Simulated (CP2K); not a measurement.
**Si2H6O (disiloxane) at HF/3-21G, part 1 of 2**

What is the energy change on altering one bond length of Si2H6O (disiloxane) at HF/3-21G? 

Program for the calculation: CP2K 2026.2.

4 further runs of the same task are left out: 1 that didn't finish, 3 set aside as unsound or not needed.

## (1) The molecule

Si2H6O has 9 atoms, charge 0, and is taken as a singlet. SMILES: `[SiH3]O[SiH3]`. The shape is that of a PBE0-D4/def2-TZVP optimisation.

Bond lengths: Si1–O2 1.634 Å, O2–Si3 1.634 Å, Si1–H4 1.487 Å, Si1–H5 1.483 Å, Si1–H6 1.487 Å, Si3–H7 1.483 Å, Si3–H8 1.486 Å, Si3–H9 1.487 Å. Some angles: Si1–O2–Si3 147.2°, O2–Si1–H4 110.2°, O2–Si1–H5 108.3°, O2–Si1–H6 110.2°, O2–Si3–H7 108.3°, O2–Si3–H8 110.2°, O2–Si3–H9 110.2°, H4–Si1–H5 109.6°, H4–Si1–H6 109.0°, H5–Si1–H6 109.6°.

## (2) A single-point energy at HF/3-21G

The input, molecule.xyz:

```xyz
9

Si    -0.710290     1.052660    -0.919520
O      0.425550     0.090990    -0.245380
Si     0.775570    -1.038810     0.881750
H     -1.787270     0.226580    -1.525660
H     -0.060640     1.872420    -1.970220
H     -1.306170     1.942760     0.111330
H      2.224270    -1.343130     0.800010
H     -0.009310    -2.275600     0.628780
H      0.448290    -0.527870     2.238910
```

The input, molecule.inp:

```
&FORCE_EVAL
  METHOD QUICKSTEP
  &DFT
    BASIS_SET_FILE_NAME ./3_21g.basis
    POTENTIAL_FILE_NAME POTENTIAL
    &QS
      METHOD GAPW
      EPS_DEFAULT 1.0E-10
    &END
    ! real-space grids
    &MGRID
      CUTOFF 280
      REL_CUTOFF 50
      NGRIDS 4
    &END
    &POISSON
      PERIODIC NONE
      POISSON_SOLVER MULTIPOLE
    &END
    &SCF
      SCF_GUESS ATOMIC
      EPS_SCF 1.0E-07
      MAX_SCF 100
      ADDED_MOS 5
      &DIAGONALIZATION
        ALGORITHM STANDARD
      &END
      &MIXING
        METHOD DIRECT_P_MIXING
        ALPHA 0.4
      &END
    &END
    &XC
      &XC_FUNCTIONAL NONE
      &END
      ! exact exchange
      &HF
        FRACTION 1
        &SCREENING
          EPS_SCHWARZ 1.0E-10
        &END
        &MEMORY
          MAX_MEMORY 1050
        &END
      &END
    &END
    &PRINT
      &MOMENTS
        PERIODIC F
        REFERENCE COM
        MAX_MOMENT 1
      &END
      &MO ON
        ENERGIES T
        OCCUPATION_NUMBERS T
        NDIGITS 6
        &EACH
          QS_SCF 0
        &END
        ADD_LAST NUMERIC
      &END
      &LOWDIN ON
      &END
      &HIRSHFELD OFF
      &END
    &END
  &END
  ! structure
  &SUBSYS
    ! vacuum box
    &CELL
      ABC 11 11.2 11.2
      PERIODIC NONE
    &END
    &TOPOLOGY
      COORD_FILE_NAME molecule.xyz
      COORD_FILE_FORMAT XYZ
      &CENTER_COORDINATES
      &END
    &END
    &KIND Si
      BASIS_SET 3-21G
      POTENTIAL ALL
      LEBEDEV_GRID 194
      RADIAL_GRID 100
    &END
    &KIND O
      BASIS_SET 3-21G
      POTENTIAL ALL
      LEBEDEV_GRID 194
      RADIAL_GRID 100
    &END
    &KIND H
      BASIS_SET 3-21G
      POTENTIAL ALL
      LEBEDEV_GRID 194
      RADIAL_GRID 100
    &END
  &END
&END

&GLOBAL
  PROJECT_NAME molecule
  RUN_TYPE ENERGY
  PRINT_LEVEL MEDIUM
&END
```

Run with:

```console
OMP_NUM_THREADS=1 cp2k.psmp molecule.inp > molecule.out
```

The program printed:

```text
CP2K| version string:                                       CP2K version 2026.2
 CP2K| Input file name                                              molecule.inp

 GLOBAL| Basis set file name                                       ./3_21g.basis
 GLOBAL| Potential file name                                           POTENTIAL
 GLOBAL| Coordinate file name                                       molecule.xyz
 GLOBAL| Method name                                                        CP2K
 GLOBAL| Project name                                                   molecule
 GLOBAL| Run type                                                         ENERGY
 GLOBAL| FFT library                                                       FFTW3
 GLOBAL| Diagonalization library                                       ScaLAPACK
 GLOBAL| Global print level                                               MEDIUM
 GLOBAL| Total number of message passing processes                             1
 GLOBAL| Number of threads for this process                                    1
 GLOBAL| CPU model name                                                  UNKNOWN

 CELL| Volume [angstrom^3]:                                          1379.840000
 CELL| Vector a [angstrom]:      11.000     0.000     0.000   |a| =    11.000000
 CELL| Vector b [angstrom]:       0.000    11.200     0.000   |b| =    11.200000
 CELL| Vector c [angstrom]:       0.000     0.000    11.200   |c| =    11.200000
 CELL| Angle (b,c), alpha [degree]:                                    90.000000
 CELL| Angle (a,c), beta  [degree]:                                    90.000000
 CELL| Angle (a,b), gamma [degree]:                                    90.000000
 CELL| Numerically orthorhombic:                                             YES
 CELL| Periodicity                                                          NONE

 GENERATE|  Preliminary Number of Bonds generated:                             0
 GENERATE|  Achieved consistency in connectivity generation.

 PW_GRID| Information for grid number                                          1
 PW_GRID| Cutoff [a.u.]                                                     25.4
 PW_GRID| spherical cutoff:                                                   NO
 PW_GRID|   Bounds   1              0      49                Points:          50
 PW_GRID|   Bounds   2              0      49                Points:          50
 PW_GRID|   Bounds   3              0      49                Points:          50
 PW_GRID| Volume element (a.u.^3)  0.7449E-01     Volume (a.u.^3)      9311.6220
 PW_GRID| Grid span                                                    HALFSPACE

 DFT| Spin restricted Kohn-Sham (RKS) calculation                            RKS
 DFT| Multiplicity                                                             1
 DFT| Number of spin states                                                    1
 DFT| Charge                                                                   0
 DFT| Self-interaction correction (SIC)                                       NO
 DFT| Cutoffs: density                                              1.000000E-10
 DFT|          gradient                                             1.000000E-10
 DFT|          tau                                                  1.000000E-10
 DFT|          cutoff_smoothing_range                               0.000000E+00
 DFT| XC density smoothing                                                  NONE
 DFT| XC derivatives                                                          PW

 FUNCTIONAL| NO EXCHANGE-CORRELATION FUNCTIONAL USED.

[... 203 lines left out ...]
  Step     Update method      Time    Convergence         Total energy    Change
[... 1 line left out ...]
  Decoupling Energy:                                               0.0000053884
[... 2 lines left out ...]
  Decoupling Energy:                                               0.0000115317
[... 1 line left out ...]
  Decoupling Energy:                                               0.0000238070
[... 1 line left out ...]
  Decoupling Energy:                                               0.0000299174
[... 1 line left out ...]
  Decoupling Energy:                                               0.0000323214
[... 1 line left out ...]
  Decoupling Energy:                                               0.0000330013
[... 1 line left out ...]
  Decoupling Energy:                                               0.0000310724
     7 DIIS/Diag.  0.78E-03    0.3     0.00124449      -652.7887366923 -3.31E-02
  Decoupling Energy:                                               0.0000309874
     8 DIIS/Diag.  0.93E-03    0.3     0.00059473      -652.7887374129 -7.21E-07
  Decoupling Energy:                                               0.0000311550
     9 DIIS/Diag.  0.46E-03    0.3     0.00027109      -652.7887376945 -2.82E-07
  Decoupling Energy:                                               0.0000310613
    10 DIIS/Diag.  0.46E-04    0.3     0.00004896      -652.7887379089 -2.14E-07
  Decoupling Energy:                                               0.0000310669
    11 DIIS/Diag.  0.34E-04    0.3     0.00001240      -652.7887379192 -1.03E-08
  Decoupling Energy:                                               0.0000310701
    12 DIIS/Diag.  0.49E-05    0.3     0.00000652      -652.7887379200 -7.81E-10
  Decoupling Energy:                                               0.0000310703
    13 DIIS/Diag.  0.86E-06    0.3     0.00000124      -652.7887379201 -8.03E-11
  Decoupling Energy:                                               0.0000310704
    14 DIIS/Diag.  0.28E-06    0.3     0.00000013      -652.7887379201 -2.39E-12
  Decoupling Energy:                                               0.0000310704
    15 DIIS/Diag.  0.65E-07    0.3     0.00000002      -652.7887379201 -1.02E-12

  *** SCF run converged in    15 steps ***

  Electronic density on regular grids:        -28.2193504673       13.7806495327
  Core density on regular grids:                5.9999999995      -36.0000000005
  Hard and soft densities (Lebedev):          -41.1966502993      -27.4159947635
  Total Rho_soft + Rho1_hard - Rho1_soft      -42.0000060031
  Total charge density (r-space):             -36.0000060035
  Total Rho_soft + Rho0_soft (g-space):        -0.0000060804

  Overlap energy of the core charge distribution:               0.00000026046385
  Self energy of the core charge distribution:               -332.69377847054000
  Core Hamiltonian energy:                                   -323.66098745939405
  Hartree energy:                                              90.08201900342128
  Exchange-correlation energy:                                  0.00000000000000
  Hartree-Fock Exchange energy:                               -51.12309363119969

  GAPW| Exc from hard and soft atomic rho1:                     0.00000000000000
  GAPW| local Eh = 1 center integrals:                        -35.39289762281571

  Total energy:                                              -652.78873792006436

 MO| EIGENVALUES AND OCCUPATION NUMBERS
 MO|
 MO|  Index      Eigenvalue [a.u.]        Eigenvalue [eV]             Occupation
 MO|      1             -68.336148           -1859.521156               2.000000
 MO|      2             -68.336040           -1859.518216               2.000000
 MO|      3             -20.442258            -556.262133               2.000000
[... 22 lines of this table left out ...]
 MO|     26               0.246220               6.700000               0.000000
 MO| Sum:                                                              42.000000
 MO| E(Fermi):           -0.435712 a.u.        -11.856326 eV
 MO| Band gap:            0.584687 a.u.         15.910134 eV

 !-----------------------------------------------------------------------------!
                     Mulliken Population Analysis

 #  Atom  Element  Kind  Atomic population                           Net charge
       1     Si       1         12.750497                              1.249503
       2     O        2          9.072056                             -1.072056
       3     Si       1         12.750564                              1.249436
[... 5 lines of this table left out ...]
       9     H        3          1.240219                             -0.240219
 # Total charge                             42.000000                 -0.000000

 !-----------------------------------------------------------------------------!

 LOWDIN POPULATION ANALYSIS

 #  Atom  Element  Kind  Atomic population                           Net charge
       1     Si       1         13.165390                              0.834610
       2     O        2          8.742860                             -0.742860
       3     Si       1         13.165399                              0.834601
[... 5 lines of this table left out ...]
       9     H        3          1.158424                             -0.158424
 # Total charge                             42.000000                  0.000000

 ELECTRIC/MAGNETIC MOMENTS
  Reference Point [Bohr]             10.17742360     10.93897067     10.21500841
  Charges
    Electronic=    -42.00000000    Core=    42.00000000    Total=    -0.00000000
  Dipoles are based on the traditional operator.
  Dipole moment [Debye]
    X= -0.6572537E+00 Y= -0.1406188E+00 Z=  0.3816947E+00  Total=      0.7729470

 ENERGY| Total FORCE_EVAL ( QS ) energy [hartree]           -652.788737920064364

 MEMORY| Estimated peak process memory [MiB]                                 724

 -------------------------------------------------------------------------------
 ----                             MULTIGRID INFO                            ----
 -------------------------------------------------------------------------------
 count for grid        1:           2727          cutoff [a.u.]          140.00
 count for grid        2:            411          cutoff [a.u.]           46.67
 count for grid        3:            210          cutoff [a.u.]           15.56
 count for grid        4:             31          cutoff [a.u.]            5.19
 total gridlevel count  :           3379

 -------------------------------------------------------------------------------
 -                                                                             -
 -                                T I M I N G                                  -
 -                                                                             -
 -------------------------------------------------------------------------------
 SUBROUTINE                       CALLS  ASD         SELF TIME        TOTAL TIME
                                MAXIMUM       AVERAGE  MAXIMUM  AVERAGE  MAXIMUM
 CP2K                                 1  1.0    0.031    0.031    5.748    5.748
 qs_energies                          1  2.0    0.000    0.000    5.377    5.377
 scf_env_do_scf                       1  3.0    0.000    0.000    5.141    5.141
 scf_env_do_scf_inner_loop           15  4.0    0.001    0.001    5.141    5.141
 qs_ks_update_qs_env                 15  5.0    0.000    0.000    3.605    3.605
 rebuild_ks_matrix                   15  6.0    0.000    0.000    3.605    3.605
 qs_ks_build_kohn_sham_matrix        15  7.0    0.002    0.002    3.605    3.605
 fft_wrap_pw1pw2                    171  9.3    0.002    0.002    3.446    3.446
 fft_wrap_pw1pw2_140                 78 10.1    0.042    0.042    3.207    3.207
 fft3d_s                            172 11.2    1.908    1.908    1.915    1.915
 qs_rho_update_rho_low               16  5.0    0.000    0.000    1.650    1.650
 calculate_rho_elec                  16  6.0    0.080    0.080    1.646    1.646
 density_rs2pw                       16  7.0    0.001    0.001    1.476    1.476
 pw_gather_s                         95 10.8    1.172    1.172    1.172    1.172
 sum_up_and_integrate                15  8.0    0.000    0.000    0.978    0.978
 -------------------------------------------------------------------------------

 -------------------------------------------------------------------------------
```

Run time: 6.3 s. Hardware: 1 thread of Arm Neoverse V2, shared host; peak memory 0.71 GiB.

(Continued in part 2 of 2.)
